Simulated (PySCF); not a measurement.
nitrogen (N2), SMILES N#N. The structure is a stationary point at PBE0-D3(BJ)/def2-TZVPD.

TDA-PBE/def2-TZVPD (PySCF) puts the lowest singlet excitations at 9.38, 9.38, 9.88, 10.31, 10.31, 11.89 eV and the lowest triplet (TDA) at 7.61 eV.

What are the lowest singlet roots from EOM-CCSD/aug-cc-pVDZ (PySCF 2.14.0)? (The exact figures need the calculation; the answer reports its results.)

9.65, 9.65, 10.42, 10.83, 10.83, 13.27 eV; triplets 7.92, 8.27, 8.27 eV. S1 differs by 0.27 eV (second minus first; roots are paired by order, and the bases may differ).
